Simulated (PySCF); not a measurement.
## What PySCF settings do for LiAl

Base input, run as `python input.py` with PySCF 2.14:

```python
from pyscf import gto, scf, cc

mol = gto.M(
    atom='Li 0 0 0; Al 0 0 2.604',
    basis='def2-svp',
    charge=0,
    spin=0,
    verbose=3,
)
mf = scf.RHF(mol)
mf.kernel()
mycc = cc.CCSD(mf)
mycc.kernel()
mycc.ccsd_t()
mf.dip_moment()
print('orbital energies (hartree):', mf.mo_energy[..., max(0, mol.nelec[1]-3):mol.nelec[0]+3].round(4))
```

Base result: E(SCF) = -249.211177 Eh, E(CCSD) − E(SCF) = -0.08062 Eh, (T) = -0.00262 Eh, μz(SCF) = -4.44 D. Stability towards an unrestricted solution was not tested. The bond length is a typed value, not an optimised one.

Wall time 0.82 s on one thread of a shared host.

Each row names what differs from the base; energies in brackets are changes from the base.

```tsv
change	result
density fitting: none → auto	E(SCF) = -249.211183 Eh (-0.0002 eV), E(CCSD) − E(SCF) = -0.08062 Eh, (T) = -0.00262 Eh, μz(SCF) = -4.44 D
charge: 0 → -1; spin (2S): 0 → 1; SCF type: RHF → UHF [another spin of the ion may lie lower] [no diffuse functions for the anion]	E(SCF) = -249.207069 Eh (+0.1118 eV), E(CCSD) − E(SCF) = -0.09403 Eh, (T) = -0.00478 Eh, ⟨S²⟩ = 0.763
basis set: def2-svp → lanl2dz; core potential: off → on	E(SCF) = -9.298774 Eh, E(CCSD) − E(SCF) = -0.05255 Eh, (T) = -0.00092 Eh, μz(SCF) = -4.00 D
geometry: bond 2.604 → bond 0.5 [unsound on purpose]	E(SCF) = -243.050129 Eh, E(CCSD) − E(SCF) = -0.10623 Eh, (T) = -0.00391 Eh, μz(SCF) = 0.08 D
functional: none (Hartree–Fock) → pw6b95; SCF type: RHF → RKS; step after the SCF: ccsd(t) → analyze	E(SCF) = -250.036137 Eh, μz(SCF) = -3.17 D
spin (2S): 0 → 4; SCF type: RHF → UHF [a high spin state]	E(SCF) = -249.158899 Eh (+1.4226 eV), E(CCSD) − E(SCF) = -0.02838 Eh, (T) = -0.00049 Eh, ⟨S²⟩ = 6.000, μz(SCF) = -7.04 D
basis set: def2-svp → tzvp-def2 [unsound on purpose]	stops with BasisNotFoundError (tzvp-def2)
step after the SCF: ccsd(t) → stability	E(SCF) = -249.211177 Eh (+0.0000 eV), μz(SCF) = -4.44 D, internal stable; real -> complex stable; RHF/RKS -> UHF/UKS unstable
PCM solvent, dielectric constant: none → 20.5; step after the SCF: ccsd(t) → analyze	E(SCF) = -249.228873 Eh (-0.4815 eV), μz(SCF) = -9.78 D
level shift (hartree): none → 5 [unsound on purpose] [may be another electronic state]	not converged: SCF
cycle limit: 50 → 5	not converged: SCF
geometry: bond 2.604 → bond 2.786	E(SCF) = -249.215860 Eh (-0.1274 eV), E(CCSD) − E(SCF) = -0.07938 Eh, (T) = -0.00256 Eh, μz(SCF) = -4.21 D
step after the SCF: ccsd(t) → frequency [not at a minimum]	E(SCF) = -249.211177 Eh (+0.0000 eV), μz(SCF) = -4.44 D, wavenumbers 456 cm⁻¹
Cartesian functions: off → on	E(SCF) = -249.216782 Eh (-0.1525 eV), E(CCSD) − E(SCF) = -0.08741 Eh, (T) = -0.00279 Eh, μz(SCF) = -4.41 D
basis set: def2-svp → cc-pvtz-f13 [unsound on purpose]	stops with BasisNotFoundError (cc-pvtz-f13)
basis set: def2-svp → pcseg-1	E(SCF) = -249.271644 Eh (-1.6454 eV), E(CCSD) − E(SCF) = -0.07305 Eh, (T) = -0.00226 Eh, μz(SCF) = -4.48 D
SCF type: RHF → ROHF	E(SCF) = -249.211177 Eh (+0.0000 eV), E(CCSD) − E(SCF) = -0.08062 Eh, (T) = -0.00262 Eh, μz(SCF) = -4.44 D
```

Problem. Order these changes by how far they move the SCF energy from the base, largest first: (1) Cartesian functions: off → on; (2) PCM solvent, dielectric constant: none → 20.5; step after the SCF: ccsd(t) → analyze; (3) density fitting: none → auto; (4) geometry: bond 2.604 → bond 2.786.

Solution. (2) -0.4815 eV, (1) -0.1525 eV, (4) -0.1274 eV, (3) -0.0002 eV.
